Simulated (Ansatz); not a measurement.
A nudged elastic band was laid between two geometries of C$_{2}$H$_{6}$N$_{2}$ (10 atoms, charge 0, multiplicity 1).

These are results of RKS PBE-D4/def2-SVP in Ansatz, not measurements.

```json
{
  "movable images": "5",
  "climbing image": "yes",
  "spring": "5.0 eV/Å²",
  "optimiser": "quadratic models (default)",
  "start path": "IDPP",
  "force threshold": "0.05 eV/Å",
  "iteration limit": "60",
  "end points": "relaxed"
}
```

Image 0:

```xyz
10
Properties=species:S:1:pos:R:3
C -0.056 1.532 -0.600
N -0.594 0.241 -0.262
C 0.173 -0.600 0.324
N -0.259 -1.827 0.770
H 1.026 1.667 -0.341
H -0.625 2.340 -0.087
H -0.168 1.728 -1.690
H 1.248 -0.391 0.566
H 0.433 -2.565 0.892
H -1.177 -2.124 0.429
```

Image 6:

```xyz
10
Properties=species:S:1:pos:R:3
C -0.061 1.537 -0.588
N -0.570 0.214 -0.333
C 0.194 -0.622 0.265
N -0.154 -1.935 0.483
H 0.971 1.721 -0.193
H -0.734 2.305 -0.145
H -0.042 1.745 -1.682
H 1.226 -0.368 0.622
H -1.137 -2.165 0.327
H 0.307 -2.432 1.244
```

Problem. Which bonds break or form, and what moves?

Solution. No bond is made or broken. The dihedral N2–C3–N4–H9 goes from 157 to -13°. The two ends are copies of one structure, up to a mirror image or an exchange of like atoms.

Problem. What energy profile does the band end with?

Solution. The run converged. The highest image is number 3 of 0 to 6, 54.4 kJ/mol above the ends, which have the same energy within 2 meV. A vibrational analysis at the climbing image gives one clearly imaginary mode, 516i cm⁻¹: a first-order saddle point.

| image | path coordinate (Å) | energy (kJ/mol) | dihedral N2–C3–N4–H9 (°) |
| --- | --- | --- | --- |
| 0 | 0.00 | 0.0 | 157 |
| 1 | 0.60 | 6.4 | 134 |
| 2 | 1.20 | 33.8 | 95 |
| 3 | 1.80 | 54.4 | 56 |
| 4 | 2.40 | 33.8 | 21 |
| 5 | 3.00 | 6.4 | -4 |
| 6 | 3.60 | 0.0 | -13 |

Problem. What is the geometry of the highest image?

Solution. 
```xyz
10
Properties=species:S:1:pos:R:3:forces:R:3
C -0.010 1.445 -0.695 0.00 0.00 0.00
N -0.443 0.106 -0.371 0.01 0.00 -0.01
C 0.254 -0.571 0.454 -0.01 0.00 0.02
N -0.066 -1.908 0.860 0.00 0.01 -0.01
H 0.925 1.771 -0.174 0.00 0.00 0.00
H -0.819 2.167 -0.450 0.00 0.00 0.00
H 0.151 1.529 -1.791 0.00 0.00 0.00
H 1.180 -0.153 0.928 0.00 0.00 -0.01
H -0.143 -2.484 0.008 0.00 0.00 0.00
H -1.029 -1.901 1.231 0.00 0.00 0.00
```

Problem. What are the harmonic wavenumbers there?

Solution. 516i, 218, 279, 320, 565, 848, 881, 1029, 1085, 1096, 1163, 1171, 1329, 1364, 1400, 1415, 1543, 1705, 2895, 2904, 3007, 3031, 3381, 3447 cm⁻¹.

Time of the run: 2.5 min on 1 thread of Arm Neoverse N1 (shared host), peak memory 0.25 GiB.
